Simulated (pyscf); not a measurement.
PySCF, gas phase, ωB97X-D3(BJ)/def2-SVP geometries.

For the elementary gas-phase step `[CH3][In]([CH3])[CH3]` + `[OH][SiH3]` -> `[CH4]` + `[CH3][In]([CH3])[O][SiH3]` (singlet surface; C–In, H–O broken, C–H, In–O formed), what barrier and reaction energy does ωB97M-D3(BJ)/def2-TZVP give, measured from the separated reactants?

ΔE‡ = 32.3 kJ/mol, ΔE = -101.9 kJ/mol. Zero-point energy shifts the barrier by -4.8 kJ/mol. It is a four-centre exchange, with an imaginary mode of 1337i cm⁻¹. On the reactant side the descent ends in an adduct with a In–O contact, 52.8 kJ/mol under the separated species and 74.6 kJ/mol under the saddle at ωB97X-D3(BJ)/def2-TZVP. On the product side the descent ends in a complex (not fully relaxed), 18.6 kJ/mol under the separated species and 147.4 kJ/mol under the saddle at ωB97X-D3(BJ)/def2-TZVP. What is counted as formed (In–O) is already present as a longer contact in the reactant adduct; forming that adduct is a step of its own. At ωB97X-D3(BJ)/def2-TZVP the barrier from the zero used here is 21.8 kJ/mol. One saddle was located; it need not be the lowest between these sides. Elements past Kr carry the def2 core potentials, without spin-orbit coupling.
